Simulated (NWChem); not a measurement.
**SiH2SO (SMILES O[Si]S) at HF/6-31G(d) (spherical functions)**

What is the vertical ionisation energy of SiH2SO at HF/6-31G* (spherical functions)? 

The results are computed with NWChem 7.3.0.

10 further runs of the same task are left out: 10 set aside as unsound or not needed.

### Step 1. Starting point

SiH2SO has 5 atoms, charge 0, and is taken as a singlet. SMILES: `O[Si]S`. The shape is that of a PBE0-D4/def2-TZVP optimisation. This is one conformer, not always the lowest.

Bond lengths: O1–Si2 1.646 Å, Si2–S3 2.176 Å, O1–H4 0.960 Å, S3–H5 1.346 Å. Angles: O1–Si2–S3 104.3°, Si2–O1–H4 123.1°, Si2–S3–H5 99.8°.

### Step 2. The energy at HF/6-31G(d) (spherical functions)

h2ossi.nw reads:

```
start h2ossi
title "H2OSSi hf"
memory stack 880 mb heap 220 mb global 1100 mb

geometry units angstroms noautosym nocenter noautoz
  O       -1.194700      -0.658900      -0.325800
  Si      -0.956800       0.951300      -0.079500
  S        1.167700       1.118600       0.360300
  H       -0.489400      -1.308100      -0.267200
  H        1.523000      -0.176500       0.270700
end

basis spherical bse
  * library 6-31G*
end

scf
  thresh 0.01
  maxiter 80
  print low
end

task scf energy
```

Launch:

```bash
$ nwchem h2ossi.nw > h2ossi.out
```

What it wrote:

```text
[...]
  functions       =    54
[...]
  wavefunction    = RHF
[...]
         Total SCF energy =   -762.482715592959
      One-electron energy =  -1322.231225923468
      Two-electron energy =    425.816918856665
 Nuclear repulsion energy =    133.931591473845
        Time for solution =      1.6s
 Task  times  cpu:        1.8s     wall:        1.8s
[...]
```

Wall time 2.3 s (1 thread of AMD EPYC 9R45 (Zen 5), shared host); peak memory 0.1 GiB.

### Step 3. The doublet cation

work.nw reads:

```
START work
memory stack 880 mb heap 220 mb global 1100 mb
charge 1
GEOMETRY noautosym nocenter noautoz
  O       -1.194700      -0.658900      -0.325800
  Si      -0.956800       0.951300      -0.079500
  S        1.167700       1.118600       0.360300
  H       -0.489400      -1.308100      -0.267200
  H        1.523000      -0.176500       0.270700
END
BASIS spherical bse
  * library 6-31G*
END
SCF
  doublet
  uhf
  thresh 0.01
  maxiter 80
  print low
END
TASK scf
```

Launch:

```bash
$ nwchem work.nw > work.out
```

What it wrote:

```text
[...]
  functions       =    54
[...]
  wavefunction    = UHF
[...]
         Total SCF energy =   -762.168822444364
      One electron energy =  -1311.933527051639
      Two electron energy =    415.833113133431
 Nuclear repulsion energy =    133.931591473845
                       Sz =      0.5000
                 Sz(Sz+1) =      0.7500
                      S^2 =      0.7703
[...]
```

Run time: 2.7 s. Hardware: 1 thread of AMD EPYC 9R45 (Zen 5), shared host; peak memory 0.099 GiB.

### Step 4. Results

Level: HF/6-31G* (spherical functions).

| quantity | value |
| --- | --- |
| singlet SiH2SO: total energy | -762.48272 Eh |
| doublet cation: total energy | -762.16882 Eh |
| doublet cation: ⟨S²⟩ | 0.770 |
| vertical ionisation energy (to the doublet cation) | 8.541 eV |

In words: Removing an electron at fixed nuclei costs 8.54 eV (824 kJ/mol).
